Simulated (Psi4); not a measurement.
Psi4 input (wB97X-D/6-311+G**):

```
memory 1500 MB

molecule {
0 2
O     0.48055385    1.23179566    0.07123776
C     0.08562762    0.07027235   -0.02389028
N     1.00626554   -0.92842649    0.11309204
C    -1.36042777   -0.31419675   -0.10205132
H    -1.96283413    0.55313497   -0.36202520
H    -1.50169577   -1.10859351   -0.83655991
H    -1.68137161   -0.70252237    0.86657569
H     1.90641279   -0.63385265   -0.27388722
symmetry c1
no_reorient
no_com
}

set {
  basis 6-311+G**
  reference uks
  scf_type df
  df_basis_scf def2-universal-jkfit
  dft_radial_points 99
  dft_spherical_points 590
  e_convergence 1e-8
  d_convergence 1e-7
  maxiter 150
}

e = energy('wb97x-d')
print_out(f'\nFINAL {e:.10f} DIPOLE {variable("CURRENT DIPOLE")[0]:.6f} {variable("CURRENT DIPOLE")[1]:.6f} {variable("CURRENT DIPOLE")[2]:.6f}\n')
```

Output:

```
   => Loading Basis Set <=

    Name: 6-311+G**
    Role: ORBITAL
    Keyword: BASIS
    atoms 1    entry O          line   171 file 6-311pgss.gbs
    atoms 2, 4 entry C          line   129 file 6-311pgss.gbs
    atoms 3    entry N          line   150 file 6-311pgss.gbs
    atoms 5-8  entry H          line    42 file 6-311pgss.gbs

   => WB97X-D: Empirical Dispersion <=

    Chai and Head-Gordon Dispersion Correction
    Chai, J.-D.; Head-Gordon, M. (2010), J. Chem. Phys., 132: 6615-6620

        s6 =       1.000000

         ---------------------------------------------------------
                                   SCF
               by Justin Turney, Rob Parrish, Andy Simmonett
                          and Daniel G. A. Smith
                              UKS Reference
         ---------------------------------------------------------

  ==> Geometry <==

    Molecular point group: c1
    Full point group: C1

    Geometry (in Angstrom), charge = 0, multiplicity = 2:

       Center              X                  Y                   Z               Mass
    ------------   -----------------  -----------------  -----------------  -----------------
         O            0.480553850000     1.231795660000     0.071237760000    15.994914619570
         C            0.085627620000     0.070272350000    -0.023890280000    12.000000000000
         N            1.006265540000    -0.928426490000     0.113092040000    14.003074004430
         C           -1.360427770000    -0.314196750000    -0.102051320000    12.000000000000
         H           -1.962834130000     0.553134970000    -0.362025200000     1.007825032230
         H           -1.501695770000    -1.108593510000    -0.836559910000     1.007825032230
         H           -1.681371610000    -0.702522370000     0.866575690000     1.007825032230
         H            1.906412790000    -0.633852650000    -0.273887220000     1.007825032230

  Running in c1 symmetry.

  Rotational constants: A =      0.40658  B =      0.30512  C =      0.18097 [cm^-1]
  Rotational constants: A =  12188.91202  B =   9147.33477  C =   5425.21301 [MHz]
  Nuclear repulsion =  113.246591227959129

  Charge       = 0
  Multiplicity = 2
  Electrons    = 31
  Nalpha       = 16
  Nbeta        = 15

  ==> Algorithm <==

  SCF Algorithm Type is DF.
  DIIS enabled.
  MOM disabled.
  Fractional occupation disabled.
[...]
     101A      3.927796   102A      3.944602   103A      4.208376
     104A      4.394451   105A      4.873738   106A      5.113992
     107A      5.228971   108A      5.796457   109A     23.924035
     110A     24.069995   111A     35.618982   112A     50.068364

    Beta Occupied:

       1A    -19.261833     2A    -14.470937     3A    -10.413628
       4A    -10.302322     5A     -1.170275     6A     -0.972914
       7A     -0.856418     8A     -0.666227     9A     -0.583912
      10A     -0.554396    11A     -0.545300    12A     -0.500901
      13A     -0.470165    14A     -0.406956    15A     -0.360199

    Beta Virtual:

      16A     -0.087517    17A      0.061718    18A      0.069522
      19A      0.085907    20A      0.103882    21A      0.108349
      22A      0.127056    23A      0.134226    24A      0.136990
      25A      0.173395    26A      0.193096    27A      0.198518
      28A      0.221170    29A      0.229441    30A      0.253909
      31A      0.275352    32A      0.280667    33A      0.309897
      34A      0.322511    35A      0.336277    36A      0.349574
      37A      0.374758    38A      0.382999    39A      0.436139
      40A      0.491285    41A      0.499732    42A      0.513067
      43A      0.586533    44A      0.617227    45A      0.649094
      46A      0.671782    47A      0.695206    48A      0.705604
      49A      0.745996    50A      0.771531    51A      0.864542
      52A      0.876054    53A      0.902954    54A      0.926621
      55A      0.988406    56A      1.072274    57A      1.189693
      58A      1.209969    59A      1.221466    60A      1.266283
      61A      1.328270    62A      1.390817    63A      1.444730
      64A      1.509082    65A      1.515750    66A      1.557497
      67A      1.596370    68A      1.619754    69A      1.633119
      70A      1.712421    71A      1.803410    72A      1.838411
      73A      1.890956    74A      1.934975    75A      1.978999
      76A      2.112988    77A      2.141481    78A      2.278774
      79A      2.338792    80A      2.434907    81A      2.480500
      82A      2.522558    83A      2.560713    84A      2.583588
      85A      2.593597    86A      2.651038    87A      2.664922
      88A      2.774886    89A      2.797676    90A      2.882629
      91A      2.926459    92A      2.985215    93A      2.990413
      94A      3.170090    95A      3.191359    96A      3.403128
      97A      3.428577    98A      3.541413    99A      3.851805
     100A      3.887455   101A      3.940517   102A      4.001015
     103A      4.211360   104A      4.418073   105A      4.891823
     106A      5.136889   107A      5.244727   108A      5.804931
     109A     23.921369   110A     24.070047   111A     35.639537
     112A     50.074526

    Final Occupation by Irrep:
              A
    DOCC [    15 ]
    SOCC [     1 ]
    NA   [    16 ]
    NB   [    15 ]

  @DF-UKS Final Energy:  -208.52390885934665

   => Energetics <=

    Nuclear Repulsion Energy =            113.2465912279591294
    One-Electron Energy =                -506.8091846153662345
    Two-Electron Energy =                 204.2550887727900033
    DFT Exchange-Correlation Energy =     -19.2147205320821470
    Empirical Dispersion Energy =          -0.0016837126474081
    VV10 Nonlocal Energy =                  0.0000000000000000
    Total Energy =                       -208.5239088593466477

  UHF NO Occupations:
  HONO-2 :   14  A 1.9993626
  HONO-1 :   15  A 1.9924113
  HONO-0 :   16  A 1.0000000
  LUNO+0 :   17  A 0.0075887
  LUNO+1 :   18  A 0.0006374
  LUNO+2 :   19  A 0.0002452
  LUNO+3 :   20  A 0.0002262

Computation Completed

Properties will be evaluated at   0.000000,   0.000000,   0.000000 [a0]

Properties computed using the SCF density matrix

 Multipole Moments:

 ------------------------------------------------------------------------------------
     Multipole            Electronic (a.u.)      Nuclear  (a.u.)        Total (a.u.)
 ------------------------------------------------------------------------------------

 L = 1.  Multiply by 2.5417464519 to convert [e a0] to [Debye]
 Dipole X            :         -0.3832231           -0.0000001           -0.3832232
 Dipole Y            :         -0.5386606           -0.0000002           -0.5386608
 Dipole Z            :         -0.4337859            0.0000002           -0.4337857
 Magnitude           :                                                    0.7906867

 ------------------------------------------------------------------------------------

FINAL -208.5239088593 DIPOLE -0.383223 -0.538661 -0.433786

*** Psi4 exiting successfully. Buy a developer a beer!
```
